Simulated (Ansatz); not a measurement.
Input file:

```yaml
crystal:
  periodic: [false, false, false]
  atoms:
    - {symbol: Li, position_ang: [0.000000, 0.000000, 2.442033]}
    - {symbol: Mg, position_ang: [0.000000, 0.000000, -0.347867]}
    - {symbol: H, position_ang: [0.000000, 0.000000, -2.094167]}
basis:
  gaussian: {orbitals: 6-31G, fitting: {mean_field: def2-universal-jkfit}, point_charges: [{charge: 1.00, position_ang: [3.910, -0.363, -0.315]}]}
magnetization: {spin_polarized: false}
correlation: {method: ccsd, electrons: valence, diis_vectors: 1}
scf: {omitted_lower_state_checks: [cluster_reference]}
```

```sh
$ ansatz run in.yaml --threads 1 --pin off --events-out ev --progress --plain --max-ram 2393MiB
```

Output:

```
these checks for a lower state are left out or cut short: cluster_reference
181 factors; integrals over basis functions are off by at most 1.2e-1 eV
mean field evaluation 1: about -5648.6001 eV, gradient 7.1e0 eV
mean field evaluation 2: about -5649.0991 eV, gradient 1.9e0 eV
mean field evaluation 4: about -5649.1500 eV, gradient 6.7e-2 eV
mean field -5649.15012925 eV, -207.6024381186 hartree, gradient 1.3e-6 eV, S^2 0.000000; 0 other end points of the search recorded, 0 dependent functions left out
1 core orbitals not correlated: weight in the atoms' cores, before any rotation towards them, 1.000 or more for the frozen orbitals, at most 0.000 for the correlated occupied ones
reference -5649.15012925 eV, -207.6024381186 hartree; 7, 7 occupied and 16, 16 virtual orbitals, 181 factors
second order -0.80600126 eV of doubles, -0.00000000 eV of singles
cycle   1  -1.03083767 eV  change   -2.2e-1 eV  update   6.4e-2
cycle   2  -1.19203844 eV  change   -1.6e-1 eV  update   3.2e-2
cycle   3  -1.20090271 eV  change   -8.9e-3 eV  update   8.7e-3
cycle   4  -1.20128155 eV  change   -3.8e-4 eV  update   4.0e-3
cycle   5  -1.20054097 eV  change    7.4e-4 eV  update   2.1e-3
cycle   6  -1.20072242 eV  change   -1.8e-4 eV  update   1.3e-3
cycle   7  -1.20095027 eV  change   -2.3e-4 eV  update   8.0e-4
cycle   8  -1.20128838 eV  change   -3.4e-4 eV  update   5.2e-4
cycle   9  -1.20143452 eV  change   -1.5e-4 eV  update   3.1e-4
cycle  10  -1.20152044 eV  change   -8.6e-5 eV  update   1.9e-4
cycle  11  -1.20158487 eV  change   -6.4e-5 eV  update   1.3e-4
cycle  12  -1.20165046 eV  change   -6.6e-5 eV  update   8.4e-5
cycle  13  -1.20167697 eV  change   -2.7e-5 eV  update   5.1e-5
cycle  14  -1.20168907 eV  change   -1.2e-5 eV  update   3.2e-5
cycle  15  -1.20169771 eV  change   -8.6e-6 eV  update   2.1e-5
cycle  16  -1.20170698 eV  change   -9.3e-6 eV  update   1.4e-5
cycle  17  -1.20171151 eV  change   -4.5e-6 eV  update   8.8e-6
Total energy: -5650.35184077 eV, -207.6466002021 hartree
Checks for a lower state left out: cluster_reference
```

Ran on 1 thread of AMD EPYC 7B13, shared host: 0.15 s wall, 0.19 GiB peak host memory.
